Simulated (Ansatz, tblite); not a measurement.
# The cluster HfS₂: one state, many levels

One table from this session's results is given with a row withheld; the runs are named, their logs left out.

Computed with Ansatz 0.2.0, Gaussian basis. Level: as each input shows.

Levels to be run: GFN1-xTB, GFN2-xTB, PBE-D4/def2-TZVP, r2SCAN-D4/def2-TZVP, B97M-V/def2-TZVP, B3LYP-D4/def2-TZVP, PBE-QIDH/def2-TZVP, LDA/def2-TZVP, HSE06-D4/def2-TZVP, PBE-D4/def2-SVP, PBE0-D4/def2-SVP, PBE0-D4/def2-TZVPD, PBE-D4/def2-TZVPD, r2SCAN-D4/def2-TZVPD, CCSD(T)/def2-TZVPP, MP2/def2-TZVP, RPA/def2-TZVP, CCSD(T)/def2-TZVPD.

## The relaxed structure

The singlet was relaxed beforehand with PBE0-D4/def2-TZVP. At that level it is the lowest of the isomers that a small search found.

3 atoms, charge 0, spin multiplicity 1.

Bond lengths: Hf1–S2 2.213 Å, Hf1–S3 2.213 Å. Angles: S2–Hf1–S3 110.5°.

As a file:

```xyz
3

Hf    0.2232    0.6467   -0.4884
S    -1.8643    0.0938   -0.0046
S     1.6411   -0.7405    0.4930
```

Hf takes a core potential in the def2 sets. No spin-orbit coupling is included.

PBE0-D4/def2-TZVP was run before; its log isn't repeated, and its numbers join the tables.

Set-up of the first run:

Tight binding, by tblite at 300 K electronic temperature and without a spin-polarisation term:

```python
tblite.interface.Calculator('GFN1-xTB', numbers, positions, charge=0, uhf=0).singlepoint()
```

Tight binding, by tblite at 300 K electronic temperature and without a spin-polarisation term:

```python
tblite.interface.Calculator('GFN2-xTB', numbers, positions, charge=0, uhf=0).singlepoint()
```

start.molden holds the orbitals of an earlier run on this state, given as this run's starting guess.

File in.yaml:

```yaml
crystal:
  periodic: [false, false, false]
  atoms:
    - {symbol: Hf, position_ang: [0.223231, 0.646714, -0.488356]}
    - {symbol: S, position_ang: [-1.864308, 0.093772, -0.004595]}
    - {symbol: S, position_ang: [1.641077, -0.740487, 0.492951]}
basis:
  gaussian: {orbitals: def2-TZVP, initial_orbitals: start.molden}
hamiltonian: {xc: pbe, dispersion: d4}
scf: {omitted_lower_state_checks: [starts]}
output: {forces: true, orbitals: {seedname: orbitals}}
```

On the command line:

```console
$ ansatz run in.yaml --threads 4 --pin off --events-out ev --progress --plain --max-ram 3916MiB
```

Steps of the session up to this table: PBE-D4/def2-TZVP; r2SCAN-D4/def2-TZVP; B97M-V/def2-TZVP; B3LYP-D4/def2-TZVP; PBE-QIDH/def2-TZVP; LDA/def2-TZVP; HSE06-D4/def2-TZVP; PBE-D4/def2-SVP; PBE0-D4/def2-SVP; PBE0-D4/def2-TZVPD; PBE-D4/def2-TZVPD; r2SCAN-D4/def2-TZVPD; CCSD(T)/def2-TZVPP; MP2/def2-TZVP; RPA/def2-TZVP; CCSD(T)/def2-TZVPD.

One table of the session follows, with a row left open; its other results are not shown here.

| level | HOMO (eV) | LUMO (eV) | gap (eV) |
| --- | --- | --- | --- |
| LDA/def2-TZVP | ? | ? | ? |
| PBE-D4/def2-SVP | -5.32 | -4.30 | 1.02 |
| PBE-D4/def2-TZVP | -5.38 | -4.33 | 1.05 |
| PBE-D4/def2-TZVPD | -5.44 | -4.38 | 1.07 |
| r2SCAN-D4/def2-TZVP | -5.58 | -4.04 | 1.54 |
| r2SCAN-D4/def2-TZVPD | -5.61 | -4.06 | 1.56 |
| B97M-V/def2-TZVP | -5.60 | -4.27 | 1.32 |
| B3LYP-D4/def2-TZVP | -6.19 | -3.94 | 2.25 |
| PBE0-D4/def2-SVP | -6.38 | -3.60 | 2.78 |
| PBE0-D4/def2-TZVP | -6.41 | -3.62 | 2.79 |
| PBE0-D4/def2-TZVPD | -6.46 | -3.65 | 2.80 |
| HSE06-D4/def2-TZVP | -6.03 | -3.98 | 2.04 |

**Question.** Estimate the row for LDA/def2-TZVP.

As computed: HOMO (eV): -5.55; LUMO (eV): -4.62; gap (eV): 0.93. In the column «HOMO (eV)» it lies between r2SCAN-D4/def2-TZVP (-5.58) and PBE-D4/def2-TZVPD (-5.44).
